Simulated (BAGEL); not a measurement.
# SiH2O (oxosilane) at HF/STO-3G (density fitting with qzvpp-jkfit)

Aim: the vertical ionisation energy of SiH2O (oxosilane) at HF/STO-3G (density fitting with qzvpp-jkfit), from 2 runs. 

The results are computed with BAGEL 1.2.2.

19 further runs of the same task are left out: 19 set aside as unsound or not needed.

**1. The system as given**

The species is SiH2O (4 atoms), meant as a singlet with charge 0. SMILES: `O=[SiH2]`. The shape is that of a PBE0-D4/def2-TZVP optimisation.

Bond lengths: O1–Si2 1.516 Å, Si2–H3 1.485 Å, Si2–H4 1.486 Å. Angles: O1–Si2–H3 124.0°, O1–Si2–H4 124.0°, H3–Si2–H4 111.9°.

**2. The energy at HF/STO-3G (density fitting with qzvpp-jkfit)**

Contents of hf.json:

```json
{ "bagel" : [

{
  "title" : "molecule",
  "basis" : "sto-3g",
  "df_basis" : "qzvpp-jkfit",
  "angstrom" : true,
  "geometry" : [
    { "atom" : "O", "xyz" : [      -0.283200,       0.413500,       1.469500 ] },
    { "atom" : "Si", "xyz" : [      -0.006700,       0.009800,       0.034900 ] },
    { "atom" : "H", "xyz" : [       0.439900,      -1.346000,      -0.376200 ] },
    { "atom" : "H", "xyz" : [      -0.150000,       0.922700,      -1.128300 ] }
  ]
},

{
  "title" : "hf"
},

{
  "title" : "print",
  "file" : "orbitals.molden",
  "orbitals" : true
}

]}
```

The run is started by

```
BAGEL_NUM_THREADS=1 BAGEL hf.json > hf.out
```

What it wrote:

```text
* using 1 threads per process

  ===============================================================
  ===============================================================

  *** Geometry ***

  { "atom" : "O", "xyz" : [     -0.535170,      0.781402,      2.776953 ] },
  { "atom" : "Si", "xyz" : [     -0.012661,      0.018519,      0.065951 ] },
  { "atom" : "H", "xyz" : [      0.831291,     -2.543571,     -0.710915 ] },
  { "atom" : "H", "xyz" : [     -0.283459,      1.743650,     -2.132178 ] },

  Number of auxiliary basis functions:      241

  Since a DF basis is specified, we compute 2- and 3-index integrals:
    o Being stored without compression. Storage requirement is 0.000 GB

  Number of basis functions:       16
  Number of electrons      :       24

    * METHOD: MOLECULE                             0.04

  *** RHF ***

  === Nuclear Repulsion ===
    52.4847899944

      * DIIS with orbital gradients will be used.

  === RHF iteration (sto-3g) ===
      0       -360.31395959          0.04227239           0.00
      1       -360.33662065          0.05052196           0.00
      2       -360.50500427          0.00274049           0.00
      3       -360.50657082          0.00105297           0.00
      4       -360.50687781          0.00040775           0.00
      5       -360.50691882          0.00015013           0.00
      6       -360.50692502          0.00001889           0.00
      7       -360.50692512          0.00000158           0.00
      8       -360.50692512          0.00000010           0.00
      9       -360.50692512          0.00000002           0.00
     10       -360.50692512          0.00000000           0.00
    * SCF iteration converged.

    * Permanent dipole moment:
           (   -0.160006,     0.233623,     0.830017) a.u.

    * METHOD: HF                                   0.06

    * METHOD: PRINT                                0.00

  ===============================================================
```

It took 0.22 s on 1 thread of Arm Neoverse V1, shared host.

**3. The doublet cation, same level**

Contents of input.json:

```json
{ "bagel": [

{
  "title": "molecule",
  "basis": "sto-3g",
  "df_basis": "qzvpp-jkfit",
  "angstrom": "true",
  "geometry": [
    { "atom": "O", "xyz": [      -0.283200,       0.413500,       1.469500 ] },
    { "atom": "Si", "xyz": [      -0.006700,       0.009800,       0.034900 ] },
    { "atom": "H", "xyz": [       0.439900,      -1.346000,      -0.376200 ] },
    { "atom": "H", "xyz": [      -0.150000,       0.922700,      -1.128300 ] }
  ]
},

{ "title": "uhf", "charge": 1, "nopen": 1 },

{ "title": "print", "file": "orbitals.molden", "orbitals": "true" }

]}
```

The run is started by

```
BAGEL_NUM_THREADS=1 BAGEL input.json > input.out
```

What it wrote:

```text
* using 1 threads per process

  ===============================================================
  ===============================================================

  *** Geometry ***

  { "atom" : "O", "xyz" : [     -0.535170,      0.781402,      2.776953 ] },
  { "atom" : "Si", "xyz" : [     -0.012661,      0.018519,      0.065951 ] },
  { "atom" : "H", "xyz" : [      0.831291,     -2.543571,     -0.710915 ] },
  { "atom" : "H", "xyz" : [     -0.283459,      1.743650,     -2.132178 ] },

  Number of auxiliary basis functions:      241

  Since a DF basis is specified, we compute 2- and 3-index integrals:
    o Being stored without compression. Storage requirement is 0.000 GB

  Number of basis functions:       16
  Number of electrons      :       24

    * METHOD: MOLECULE                             0.04

  *** Open-shell HF ***

  === Nuclear Repulsion ===
    52.4847899944

      * DIIS with orbital gradients will be used.

  === UHF iteration (sto-3g) ===
      0       -360.13197277          0.07949585           0.00
      1       -360.22418548          0.07220111           0.00
      2       -360.30738495          0.03241171           0.00
      3       -360.33193189          0.00702256           0.00
      4       -360.33531275          0.00064527           0.00
      5       -360.33552823          0.00022625           0.00
      6       -360.33564023          0.00007266           0.00
      7       -360.33566200          0.00006362           0.00
      8       -360.33568385          0.00003135           0.00
      9       -360.33568741          0.00000781           0.00
     10       -360.33568772          0.00000179           0.00
     11       -360.33568773          0.00000159           0.00
     12       -360.33568775          0.00000063           0.00
     13       -360.33568776          0.00000016           0.00
     14       -360.33568776          0.00000002           0.00
     15       -360.33568776          0.00000001           0.00
     16       -360.33568776          0.00000001           0.00
    * SCF iteration converged.

    * S^2 (UHF) is 0.7708

    * Permanent dipole moment:
           (   -0.186830,     0.272734,     0.969244) a.u.

    * METHOD: UHF                                  0.10

    * METHOD: PRINT                                0.00

  ===============================================================
```

It took 0.28 s on 1 thread of Arm Neoverse V1, shared host.

**4. Summary of results**

At HF/STO-3G (density fitting with qzvpp-jkfit):

| quantity | value |
| --- | --- |
| singlet SiH2O: total energy | -360.50693 Eh |
| singlet SiH2O: dipole moment | 2.23 D |
| singlet SiH2O: HOMO energy | -7.97 eV |
| singlet SiH2O: LUMO energy | 7.30 eV |
| singlet SiH2O: HOMO–LUMO gap | 15.28 eV |
| doublet cation: total energy | -360.33569 Eh |
| doublet cation: ⟨S²⟩ | 0.771 |
| vertical ionisation energy (to the doublet cation) | 4.660 eV |

What this shows: Removing an electron at fixed nuclei costs 4.66 eV (107 kcal/mol). The negative HOMO energy of the first species, 7.97 eV, lies 3.31 eV above that difference. In a minimal basis such a difference can be off by several eV, whatever the method.
